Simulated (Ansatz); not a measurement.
# C3H6ClFO: two geometries relaxed

Are the two ends of the rotation by 120° about the C3–O4 bond separate minima, and which lies lower? Each is relaxed from a guess. SMILES of the start: CCC(O)(F)Cl.

All numbers below are computed with Ansatz 0.2.0 (RKS B3LYP-D4/6-31G).

## (1) The starting structure

Bond lengths: C1–C2 1.469 Å, C2–C3 1.503 Å, C3–O4 1.495 Å, C3–F5 1.356 Å, C3–Cl6 1.768 Å, C1–H7 1.077 Å, C1–H8 1.156 Å, C1–H9 1.136 Å, C2–H10 1.107 Å, C2–H11 1.076 Å, O4–H12 0.938 Å. Angles (14 of 19 angles, heavy atoms first): C1–C2–C3 113.6°, C2–C3–O4 111.9°, C2–C3–F5 110.6°, C2–C3–Cl6 115.6°, O4–C3–F5 101.9°, O4–C3–Cl6 106.9°, F5–C3–Cl6 109.0°, C1–C2–H10 106.1°, C1–C2–H11 110.5°, C3–C2–H10 108.9°, C3–C2–H11 110.4°, C2–C1–H7 112.6°, C2–C1–H8 110.0°, C2–C1–H9 115.2°.

Structure file:

```xyz
12

C    -1.4808   -0.1696    0.4067
C    -0.2329   -0.6258   -0.2191
C     0.8836    0.3763   -0.1370
O     2.1772   -0.1878   -0.6305
F     1.1781    0.6585    1.1564
Cl    0.6183    1.8910   -1.0103
H    -2.2578   -0.9145    0.3708
H    -1.8916    0.7514   -0.1578
H    -1.3808    0.1835    1.4823
H     0.0673   -1.5419    0.3256
H    -0.4064   -0.9105   -1.2423
H     2.8026    0.4342   -0.3108
```

## (2) Relaxing end A

File input.yaml:

```yaml
crystal:
  periodic: [false, false, false]
  atoms:
    - { symbol: C, position_ang: [-1.4808, -0.1696, 0.4067] }
    - { symbol: C, position_ang: [-0.2329, -0.6258, -0.2191] }
    - { symbol: C, position_ang: [0.8836, 0.3763, -0.137] }
    - { symbol: O, position_ang: [2.1772, -0.1878, -0.6305] }
    - { symbol: F, position_ang: [1.1781, 0.6585, 1.1564] }
    - { symbol: Cl, position_ang: [0.6183, 1.891, -1.0103] }
    - { symbol: H, position_ang: [-2.2578, -0.9145, 0.3708] }
    - { symbol: H, position_ang: [-1.8916, 0.7514, -0.1578] }
    - { symbol: H, position_ang: [-1.3808, 0.1835, 1.4823] }
    - { symbol: H, position_ang: [0.0673, -1.5419, 0.3256] }
    - { symbol: H, position_ang: [-0.4064, -0.9105, -1.2423] }
    - { symbol: H, position_ang: [2.8026, 0.4342, -0.3108] }
basis:
  gaussian: { orbitals: "6-31G" }
hamiltonian:
  xc: b3lyp
  dispersion: d4
relax:
  f_tol: 0.015
  max_steps: 40
```

Launch:

```sh
$ ansatz run input.yaml --threads 1 --pin off --max-ram 2048MiB --backend cpu --events-out ev --progress --plain --runs-dir out
```

Standard output, shortened:

```text
Warning: RAYON_NUM_THREADS=1 ignored (pool sized by the plan → 1); use --threads N
[...]
Functional definition: B3LYP
[...]
956 factors; integrals over basis functions are off by at most 1.6e-4 eV
[...]
mean field -20492.26019552 eV, -753.0766720325 hartree, gradient 9.7e-6 eV, S^2 0.000000; 0 other end points of the search recorded, 0 dependent functions left out
[...]
reference -20492.26039219 eV, -753.0766792599 hartree; 29, 29 occupied and 41, 41 virtual orbitals, 956 factors
relax step   1: F+E_penalty+E_count = -20492.66498374 eV  Δ(F+E_penalty+E_count) = +0.000e0 eV  max|allowed force component| = 3.492e0 eV/Å  Δτ_max = 0.0000 Å  (27 SCF iters, accepted)
[...]
relax step   7: F+E_penalty+E_count = -20493.43433249 eV  Δ(F+E_penalty+E_count) = -1.005e-3 eV  max|allowed force component| = 1.925e-2 eV/Å  Δτ_max = 0.0186 Å  (27 SCF iters, accepted)
[...]
relax step   8: F+E_penalty+E_count = -20493.43446069 eV  Δ(F+E_penalty+E_count) = -1.282e-4 eV  max|allowed force component| = 1.106e-2 eV/Å  Δτ_max = 0.0172 Å  (27 SCF iters, accepted)
956 factors; integrals over basis functions are off by at most 1.5e-4 eV
mean field -20493.03328092 eV, -753.1050823970 hartree, gradient 8.7e-6 eV, S^2 0.000000; 1 other end points of the search recorded, 0 dependent functions left out
[...]
reference -20493.03347933 eV, -753.1050896884 hartree; 29, 29 occupied and 41, 41 virtual orbitals, 956 factors
Total energy: -20493.43465910 eV, -753.1198327729 hartree
Atom 0 at    -1.523047    -0.130660     0.407040 Å, force    -0.005129     0.002524    -0.000087 eV/Å
Atom 1 at    -0.213410    -0.641161    -0.199677 Å, force    -0.001093    -0.001259    -0.001969 eV/Å
Atom 2 at     0.939855     0.321962    -0.079265 Å, force    -0.002610     0.011062    -0.006550 eV/Å
Atom 3 at     2.102732    -0.235967    -0.549679 Å, force    -0.000673     0.000672     0.003012 eV/Å
Atom 4 at     1.106402     0.759022     1.259923 Å, force    -0.003545    -0.005894    -0.003665 eV/Å
Atom 5 at     0.580675     1.959085    -1.045900 Å, force    -0.000288    -0.007610     0.002773 eV/Å
Atom 6 at    -2.289673    -0.908775     0.342848 Å, force     0.001908     0.000351    -0.005004 eV/Å
Atom 7 at    -1.886476     0.754031    -0.123526 Å, force     0.001851    -0.003204     0.005479 eV/Å
Atom 8 at    -1.387796     0.132015     1.459984 Å, force     0.004720     0.003819     0.000227 eV/Å
Atom 9 at     0.114553    -1.556813     0.308882 Å, force    -0.002917    -0.003351     0.000556 eV/Å
Atom 10 at    -0.331739    -0.884528    -1.259437 Å, force     0.004787     0.001869     0.006467 eV/Å
Atom 11 at     2.864723     0.376589    -0.487192 Å, force     0.002988     0.001019    -0.001239 eV/Å
Dipole moment:     0.048998    -0.308104     0.010807 e Å
```

Wall time 62 s (1 thread of Intel Xeon at 2.70GHz, shared host); peak memory 0.19 GiB.

Relaxation path:

```tsv
step	energy from step 1 (eV)	largest force component (eV/Å)
1	0.0000	3.4917
2	-0.5434	2.2802
3	-0.7311	0.8423
4x	-0.6231	1.7096
5	-0.7660	0.1371
6	-0.7683	0.0795
7	-0.7693	0.0193
8	-0.7695	0.0111
```

Step 1 is the start. 1 step was tried and not accepted (4; marked x where the table lists them).

After: Bond lengths: C1–C2 1.531 Å, C2–C3 1.507 Å, C3–O4 1.373 Å, C3–F5 1.419 Å, C3–Cl6 1.935 Å, C1–H7 1.094 Å, C1–H8 1.094 Å, C1–H9 1.094 Å, C2–H10 1.098 Å, C2–H11 1.094 Å, O4–H12 0.980 Å. Angles (14 of 19 angles, heavy atoms first): C1–C2–C3 114.2°, C2–C3–O4 111.2°, C2–C3–F5 111.2°, C2–C3–Cl6 111.0°, O4–C3–F5 110.4°, O4–C3–Cl6 109.3°, F5–C3–Cl6 103.5°, C1–C2–H10 110.5°, C1–C2–H11 111.4°, C3–C2–H10 105.5°, C3–C2–H11 107.6°, C2–C1–H7 109.8°, C2–C1–H8 111.2°, C2–C1–H9 110.8°.

## (3) Relaxing end B

The second end starts from a geometry with the move made by hand.

Changes to input.yaml since step 2:

```diff
@@ -14,3 +14,3 @@
     - { symbol: H, position_ang: [-0.4064, -0.9105, -1.2423] }
-    - { symbol: H, position_ang: [2.8026, 0.4342, -0.3108] }
+    - { symbol: H, position_ang: [2.19861, -1.03086, -0.21938] }
 basis:
```

Launch:

```sh
$ ansatz run input.yaml --threads 1 --pin off --max-ram 2048MiB --backend cpu --events-out ev --progress --plain --runs-dir out
```

Standard output, shortened:

```text
Warning: RAYON_NUM_THREADS=1 ignored (pool sized by the plan → 1); use --threads N
[...]
[... 1 set-up line as earlier in the session ...]
[...]
955 factors; integrals over basis functions are off by at most 1.6e-4 eV
[...]
mean field -20492.14098295 eV, -753.0722910515 hartree, gradient 1.1e-5 eV, S^2 0.000000; 0 other end points of the search recorded, 0 dependent functions left out
[...]
reference -20492.14117796 eV, -753.0722982180 hartree; 29, 29 occupied and 41, 41 virtual orbitals, 955 factors
relax step   1: F+E_penalty+E_count = -20492.54767136 eV  Δ(F+E_penalty+E_count) = +0.000e0 eV  max|allowed force component| = 3.206e0 eV/Å  Δτ_max = 0.0000 Å  (26 SCF iters, accepted)
[...]
relax step   5: F+E_penalty+E_count = -20493.15967659 eV  Δ(F+E_penalty+E_count) = -1.877e-3 eV  max|allowed force component| = 1.606e-1 eV/Å  Δτ_max = 0.0601 Å  (27 SCF iters, accepted)
[...]
relax step   9: F+E_penalty+E_count = -20493.16262344 eV  Δ(F+E_penalty+E_count) = -9.838e-4 eV  max|allowed force component| = 6.774e-2 eV/Å  Δτ_max = 0.0612 Å  (28 SCF iters, accepted)
[...]
relax step  13: F+E_penalty+E_count = -20493.16367451 eV  Δ(F+E_penalty+E_count) = -4.285e-6 eV  max|allowed force component| = 2.803e-1 eV/Å  Δτ_max = 0.0632 Å  (27 SCF iters, accepted)
[...]
relax step  15: F+E_penalty+E_count = -20493.17971821 eV  Δ(F+E_penalty+E_count) = -8.011e-3 eV  max|allowed force component| = 3.787e-1 eV/Å  Δτ_max = 0.0858 Å  (27 SCF iters, accepted)
[...]
relax step  16: F+E_penalty+E_count = -20493.15559591 eV  Δ(F+E_penalty+E_count) = +2.412e-2 eV  max|allowed force component| = 1.739e0 eV/Å  Δτ_max = 0.1968 Å  (29 SCF iters, rejected (line search))
[...]
955 factors; integrals over basis functions are off by at most 1.4e-4 eV
[...]
mean field -20492.79891926 eV, -753.0964697648 hartree, gradient 2.0e-5 eV, S^2 0.000000; 0 other end points of the search recorded, 0 dependent functions left out
[...]
reference -20492.79912031 eV, -753.0964771532 hartree; 29, 29 occupied and 41, 41 virtual orbitals, 955 factors
```

## (4) The output, continued: end point B relaxed

The log, continued, shortened:

```text
relax step  17: F+E_penalty+E_count = -20493.20008250 eV  Δ(F+E_penalty+E_count) = -2.036e-2 eV  max|allowed force component| = 5.324e-1 eV/Å  Δτ_max = 0.0984 Å  (27 SCF iters, accepted)
[...]
relax step  20: F+E_penalty+E_count = -20493.37344616 eV  Δ(F+E_penalty+E_count) = -7.990e-2 eV  max|allowed force component| = 4.049e-1 eV/Å  Δτ_max = 0.2000 Å  (27 SCF iters, accepted)
[...]
relax step  23: F+E_penalty+E_count = -20493.42599429 eV  Δ(F+E_penalty+E_count) = -2.130e-2 eV  max|allowed force component| = 1.197e-1 eV/Å  Δτ_max = 0.0952 Å  (27 SCF iters, accepted)
[...]
relax step  26: F+E_penalty+E_count = -20493.43430435 eV  Δ(F+E_penalty+E_count) = -6.311e-3 eV  max|allowed force component| = 5.438e-2 eV/Å  Δτ_max = 0.0158 Å  (27 SCF iters, accepted)
[...]
Atom 2 at     0.923228     0.083971    -0.059770 Å, force     0.000269    -0.013229    -0.002074 eV/Å
Atom 3 at     2.011311    -0.600902    -0.542677 Å, force    -0.006339     0.014507     0.003363 eV/Å
Atom 4 at     1.134811     0.460835     1.291200 Å, force     0.001597     0.003119     0.000776 eV/Å
Atom 5 at     0.772336     1.776630    -0.982265 Å, force     0.002047    -0.001775    -0.002112 eV/Å
Atom 6 at    -2.435535    -0.749154     0.322141 Å, force     0.002972     0.001662     0.000154 eV/Å
Atom 7 at    -1.829767     0.860400    -0.109718 Å, force     0.001907     0.000440     0.000722 eV/Å
Atom 8 at    -1.419246     0.152830     1.462695 Å, force    -0.000069    -0.000131     0.002609 eV/Å
Atom 9 at    -0.130175    -1.686523     0.283834 Å, force    -0.000321    -0.003093     0.000418 eV/Å
Atom 10 at    -0.477215    -0.932297    -1.272163 Å, force    -0.001435     0.001997     0.006183 eV/Å
Atom 11 at     2.841945    -0.087039    -0.465674 Å, force     0.001224    -0.003422     0.000574 eV/Å
Dipole moment:     0.010475    -0.309106     0.000571 e Å
```

It took 2.7 min on 1 thread of Intel Xeon at 2.70GHz, shared host; peak memory 0.19 GiB.

The steps of the relaxation:

```tsv
step	energy from step 1 (eV)	largest force component (eV/Å)
1	0.0000	3.2060
2	-0.4658	1.4537
3	-0.5946	0.5507
4	-0.6101	0.2736
5	-0.6120	0.1606
6	-0.6136	0.0601
7	-0.6140	0.0646
8x	-0.5963	0.9238
9	-0.6150	0.0677
10	-0.6154	0.0131
11x	-0.6140	0.3631
12	-0.6160	0.0970
13	-0.6160	0.2803
14	-0.6240	0.1880
15	-0.6320	0.3787
16x	-0.6079	1.7386
17	-0.6524	0.5324
18	-0.6810	0.7221
19	-0.7459	0.5949
20	-0.8258	0.4049
21x	-0.8228	1.1701
22	-0.8570	0.3625
23	-0.8783	0.1197
24	-0.8783	0.2324
25	-0.8803	0.6679
26	-0.8866	0.0544
27x	-0.8835	0.1738
28	-0.8868	0.0145
```

Step 1 is the start. 5 steps were tried and not accepted (8, 11, 16, 21, 27; marked x where the table lists them).

After: Bond lengths: C1–C2 1.531 Å, C2–C3 1.507 Å, C3–O4 1.373 Å, C3–F5 1.418 Å, C3–Cl6 1.934 Å, C1–H7 1.094 Å, C1–H8 1.094 Å, C1–H9 1.094 Å, C2–H10 1.098 Å, C2–H11 1.094 Å, O4–H12 0.980 Å. Angles (14 of 19 angles, heavy atoms first): C1–C2–C3 114.2°, C2–C3–O4 111.1°, C2–C3–F5 111.1°, C2–C3–Cl6 111.1°, O4–C3–F5 110.4°, O4–C3–Cl6 109.3°, F5–C3–Cl6 103.5°, C1–C2–H10 110.5°, C1–C2–H11 111.5°, C3–C2–H10 105.5°, C3–C2–H11 107.6°, C2–C1–H7 109.8°, C2–C1–H8 111.2°, C2–C1–H9 110.8°.

## (5) Results

```
                           quantity                     value
                              end A   6 moves, 0.769 eV lower
                              end B  22 moves, 0.887 eV lower
largest difference between the ends                    0.01 Å
            end B relative to end A                 -0.000 eV
```

**Reading.** Both starts fell into the same minimum (no atom differs by more than 0.01 Å), so from this start no second minimum was found and no band was run; another arrangement could still be one. In so small a basis the energies are only a sketch.
